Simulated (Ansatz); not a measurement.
From input file to script: C₂H₅NO₂S, SMILES C=NC(O)(O)S in Ansatz 0.2.0.

```yaml
crystal:
  periodic: [false, false, false]
  atoms:
    - { symbol: C, position_ang: [1.0883, -1.3225, 0.7128] }
    - { symbol: "N", position_ang: [0.8629, -0.5312, -0.3284] }
    - { symbol: C, position_ang: [-0.253, 0.4324, -0.2054] }
    - { symbol: O, position_ang: [-0.1838, 1.0984, 1.0516] }
    - { symbol: O, position_ang: [-0.0355, 1.4598, -1.142] }
    - { symbol: S, position_ang: [-1.8719, -0.2604, -0.4885] }
    - { symbol: H, position_ang: [1.8689, -2.0305, 0.6967] }
    - { symbol: H, position_ang: [0.4686, -1.2116, 1.6137] }
    - { symbol: H, position_ang: [-1.1628, 1.4463, 1.1092] }
    - { symbol: H, position_ang: [0.9233, 1.4108, -1.2451] }
    - { symbol: H, position_ang: [-1.6398, -0.5485, -1.7539] }
basis:
  gaussian: { orbitals: def2-SVP }
correlation:
  method: mp2
output:
  forces: true
```

The program run on that file:
```console
$ ansatz run input.yaml --threads 1 --pin off --max-ram 4096MiB --backend cpu --events-out ev --progress --plain --runs-dir out
Engine: ansatz 0.2.0, aarch64-unknown-linux-gnu
Functional definition: HF
  exchange = exact_x
  correlation = 0
1111 factors; integrals over basis functions are off by at most 1.5e-3 eV
mean field evaluation 1: about -18497.4645 eV, gradient 4.5e1 eV
mean field evaluation 2: about -18497.4729 eV, gradient 4.5e1 eV
mean field evaluation 4: about -18502.0668 eV, gradient 3.9e0 eV
mean field evaluation 8: about -18502.1323 eV, gradient 1.2e-1 eV
mean field -18502.13240912 eV, -679.9408248392 hartree, gradient 2.4e-6 eV, S^2 0.000000; 0 other end points of the search recorded, 0 dependent functions left out; unrestricted orbitals would lower it
mean field evaluation 16: about -18502.1914 eV, gradient 9.9e-2 eV
10 core orbitals not correlated: weight in the atoms' cores, before any rotation towards them, 1.000 or more for the frozen orbitals, at most 0.000 for the correlated occupied ones
reference -18502.13240912 eV, -679.9408248392 hartree; 18, 18 occupied and 85, 85 virtual orbitals, 1111 factors
second order -25.71946659 eV of doubles, -0.00000000 eV of singles
the calculation of the forces begins
Total energy: -18527.85187571 eV, -680.8859978033 hartree
Atom 0 at     1.088300    -1.322500     0.712800 Å, force    -2.213580     3.335630    -1.837820 eV/Å
Atom 1 at     0.862900    -0.531200    -0.328400 Å, force     0.018249    -1.478351     1.911625 eV/Å
Atom 2 at    -0.253000     0.432400    -0.205400 Å, force     2.080952     1.800596     0.367910 eV/Å
Atom 3 at    -0.183800     1.098400     1.051600 Å, force    -3.653213    -0.602243     0.220711 eV/Å
Atom 4 at    -0.035500     1.459800    -1.142000 Å, force     0.044115    -1.110156    -0.571406 eV/Å
Atom 5 at    -1.871900    -0.260400    -0.488500 Å, force    -0.791351    -0.482397     0.703154 eV/Å
Atom 6 at     1.868900    -2.030500     0.696700 Å, force     1.224109    -0.993572    -0.243869 eV/Å
Atom 7 at     0.468600    -1.211600     1.613700 Å, force     0.079840    -0.217770     0.083013 eV/Å
Atom 8 at    -1.162800     1.446300     1.109200 Å, force     2.914143    -0.483424     0.256045 eV/Å
Atom 9 at     0.923300     1.410800    -1.245100 Å, force     0.183098     0.284207    -0.270634 eV/Å
Atom 10 at    -1.639800    -0.548500    -1.753900 Å, force     0.113640    -0.052519    -0.618731 eV/Å
Dipole moment:     0.016253    -0.300926     0.133216 e Å
```

The script, `energy_c2h5no2s.py`:
```python
"""Single point of C2H5NO2S in a Gaussian basis."""

from dataclasses import dataclass
import json

import ansatz as az
import numpy as np


@dataclass(frozen=True)
class Options:
    basis_set: str = "def2-SVP"
    method: str = "mp2"


cfg = Options()

geometry_ang = [
    ("C", [1.0883, -1.3225, 0.7128]),
    ("N", [0.8629, -0.5312, -0.3284]),
    ("C", [-0.253, 0.4324, -0.2054]),
    ("O", [-0.1838, 1.0984, 1.0516]),
    ("O", [-0.0355, 1.4598, -1.142]),
    ("S", [-1.8719, -0.2604, -0.4885]),
    ("H", [1.8689, -2.0305, 0.6967]),
    ("H", [0.4686, -1.2116, 1.6137]),
    ("H", [-1.1628, 1.4463, 1.1092]),
    ("H", [0.9233, 1.4108, -1.2451]),
    ("H", [-1.6398, -0.5485, -1.7539]),
]
c2h5no2s = az.Crystal.molecule()
for symbol, xyz in geometry_ang:
    c2h5no2s = c2h5no2s.atom(symbol, xyz)

calculation = c2h5no2s.calculation().basis(gaussian=cfg.basis_set).correlation(cfg.method).forces()
trace = []
res = calculation.session().plan().execute(on_event=trace.append)
r = res.report
for event in trace:
    if event["event"] == "mean_field_evaluation" and event["data"]["evaluation"] <= 25:
        print("pass {evaluation:3d}  E = {energy_ev:.6f} eV  gradient {gradient_ev:.1e}".format(**event["data"]))

print("reference energy %16.6f eV" % r["reference_energy_ev"])
print("total energy     %16.6f eV" % r["free_energy_ev"])
print("occupied orbitals outside the frozen core (up, down):", r["n_occupied"], " frozen:", r["n_frozen"], " virtual:", r["n_virtual"])

parts = r["correlation"]
for name in ("random_phase", "coupled_cluster", "perturbative"):
    if name in parts:
        print(f"{name:16s} {parts[name]['energy']['hartree']:12.7f} Ha")
if "second_order" in parts:
    pair = parts["second_order"]
    print(f"MP2 same spin {pair['same_spin']['hartree']:.7f} Ha, opposite spin {pair['opposite_spin']['hartree']:.7f} Ha")

state = r["mean_field"]["state"]
print(f"mean field: {state['energy']['hartree']:.7f} Ha, <S^2> = {abs(state['spin_squared']):.4f}, stability: {state.get('stability', {}).get('kind')}")

symbols = [site.symbol for site in c2h5no2s.cartesian_sites]
print("forces (eV/A)")
for symbol, f in zip(symbols, r["forces_ev_ang"]):
    print(f"  {symbol:2s} {f[0]:9.4f} {f[1]:9.4f} {f[2]:9.4f}")

charges = r["charge_distribution"]
print("dipole moment", round(4.803205 * float(np.linalg.norm(charges["dipole_moment_e_ang"])), 3), "D")
print("Mulliken:", [(s, round(q, 3)) for s, q in zip(symbols, charges["mulliken_charges_e"])])
with open("c2h5no2s.json", "w") as handle:
    json.dump({k: r[k] for k in ("free_energy_ev", "reference_energy_ev", "n_occupied", "n_virtual")}, handle, indent=1)
```

```console
$ python energy_c2h5no2s.py
pass   1  E = -18497.464508 eV  gradient 4.5e+01
pass   2  E = -18497.472898 eV  gradient 4.5e+01
pass   3  E = -18500.892329 eV  gradient 2.6e+01
pass   4  E = -18502.066847 eV  gradient 3.9e+00
pass   5  E = -18502.129663 eV  gradient 7.8e-01
pass   6  E = -18502.132396 eV  gradient 3.2e-01
pass   7  E = -18502.131877 eV  gradient 3.3e-01
pass   8  E = -18502.132304 eV  gradient 1.2e-01
pass   9  E = -18502.132409 eV  gradient 1.2e-04
pass  10  E = -18502.132409 eV  gradient 3.3e-04
pass  11  E = -18502.132409 eV  gradient 2.2e-06
pass  12  E = -18502.132409 eV  gradient 2.4e-06
pass  13  E = -18502.137182 eV  gradient 3.3e+00
pass  14  E = -18502.147699 eV  gradient 3.3e+00
pass  15  E = -18502.191414 eV  gradient 9.9e-02
pass  16  E = -18502.191413 eV  gradient 9.9e-02
pass  17  E = -18502.121645 eV  gradient 7.8e-02
pass  18  E = -18502.132409 eV  gradient 2.4e-06
reference energy    -18502.132409 eV
total energy        -18527.851876 eV
occupied orbitals outside the frozen core (up, down): [18, 18]  frozen: 10  virtual: [85, 85]
MP2 same spin -0.2451992 Ha, opposite spin -0.6999738 Ha
mean field: -679.9408248 Ha, <S^2> = 0.0000, stability: minimum
forces (eV/A)
  C    -2.2136    3.3356   -1.8378
  N     0.0182   -1.4784    1.9116
  C     2.0810    1.8006    0.3679
  O    -3.6532   -0.6022    0.2207
  O     0.0441   -1.1102   -0.5714
  S    -0.7914   -0.4824    0.7032
  H     1.2241   -0.9936   -0.2439
  H     0.0798   -0.2178    0.0830
  H     2.9141   -0.4834    0.2560
  H     0.1831    0.2842   -0.2706
  H     0.1136   -0.0525   -0.6187
dipole moment 1.583 D
Mulliken: [('C', 0.086), ('N', -0.29), ('C', 0.23), ('O', -0.328), ('O', -0.288), ('S', -0.024), ('H', 0.064), ('H', 0.06), ('H', 0.221), ('H', 0.179), ('H', 0.09)]
```

Total energies depend on the basis set; only differences at equal settings carry meaning. The geometry is a force-field or estimated start, not a minimum of this method, and the basis set is short of its limit. S² is that of the Hartree-Fock reference. Early passes use coarser integrals and grids, so their energies can't be compared with the last. Timing: 7 s on 1 thread of Arm Neoverse V1, with other jobs on the host, peak memory 0.34 GiB.

(Lines on the test bed's own set-up are left out of the output.)
